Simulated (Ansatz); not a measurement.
CH₃OH and `OCF` differ in one atom or group.

Ansatz, PBE0-D4/def2-TZVP geometries, multiplicity 1. Each molecule was computed in one conformer, which needn't be the lowest.

```tsv
property	CH₃OH
size of the dipole moment (B3LYP/def2-TZVPP) / D	1.64
HOMO energy (B3LYP/def2-TZVPP) / eV	-7.65
HOMO–LUMO gap (PBE/def2-TZVPP) / eV	6.39
HOMO–LUMO gap (PBE0/def2-TZVPP) / eV	8.99
HOMO–LUMO gap (B3LYP/def2-TZVPP) / eV	8.34
size of the dipole moment (ωB97M-V/def2-TZVPP) / D	1.64
```

(1) Give the same properties after the change, and the shifts. (An estimate is asked.)

Answers

(1) Computed: 
| property | `OCF` | shift |
| --- | --- | --- |
| size of the dipole moment (B3LYP/def2-TZVPP) / D | 1.82 | 0.18 |
| HOMO energy (B3LYP/def2-TZVPP) / eV | -8.89 | -1.24 |
| HOMO–LUMO gap (PBE/def2-TZVPP) / eV | 7.46 | 1.07 |
| HOMO–LUMO gap (PBE0/def2-TZVPP) / eV | 10.11 | 1.12 |
| HOMO–LUMO gap (B3LYP/def2-TZVPP) / eV | 9.45 | 1.11 |
| size of the dipole moment (ωB97M-V/def2-TZVPP) / D | 1.82 | 0.18 |

With PBE0 the HOMO falls by 1.23 eV and the LUMO falls by 0.11 eV, so the gap widens by about 1.12 eV. PBE moves the HOMO by -1.20 eV and ωB97M-V by -1.22 eV. Dipoles are sizes alone; their direction can turn.

B3LYP here is the variant with VWN-RPA as its local correlation; programs differ in this.
